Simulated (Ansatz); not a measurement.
Energy needed to pull apart CH4Al, doublet, into free ground-state atoms, from the structure below (displaced at random from a GFN2-xTB minimum); no zero-point or spin–orbit terms; open-shell atoms are treated unrestricted, in their ground-state multiplicity.

C1  (-0.085, -1.143, -0.152)
Al2  (0.220, 0.818, -0.047)
H3  (-0.834, -1.689, -0.193)
H4  (0.748, -1.967, 0.636)
H5  (0.267, 1.441, -1.082)
H6  (-0.296, 1.635, 1.311)
(Å)

Ansatz 0.2.0; basis: def2-TZVPP; cores frozen in the correlated methods; orbitals are unrestricted.

| method | atomization energy (eV) |
| --- | --- |
| SPW92 | 16.11 |
| PBE-D4 | 14.33 |
| r2SCAN-D4 | 14.55 |
| B97M-V | ? |
| PBE0-D4 | 14.22 |
| wB97M-V | ? |
| HF | 10.30 |
| MP2 | 13.80 |
| CCSD | 13.83 |
| CCSD(T) | 13.96 |

(1) What does wB97M-V give? (An estimate is asked for; the value comes from the calculation.)

(2) What does B97M-V give? (An estimate is asked for; the value comes from the calculation.)

T1 diagnostic: at most 0.016. ⟨S²⟩ of the unrestricted Hartree–Fock references: 0.77 (a pure state has 0.75).

Results:

(1) The calculation gives: 14.40 eV, which is about 0.44 eV more than CCSD(T)/def2-TZVPP.

(2) Computed: 14.78 eV, which is about 0.82 eV more than CCSD(T)/def2-TZVPP.

In triple zeta the MP2 and coupled-cluster atomization energies are still short of their basis limit by a few kcal/mol a bond, whereas those of the functionals are nearly converged, so these differences are not deviations from converged CCSD(T).

For scale, one of the runs: CCSD(T)/def2-TZVPP forces, 129 basis functions (an equivalent command: `ansatz run in.yaml --threads 4`). Hardware: 4 CPU threads, shared host. Wall time 41 s; peak host memory 2.3 GiB.
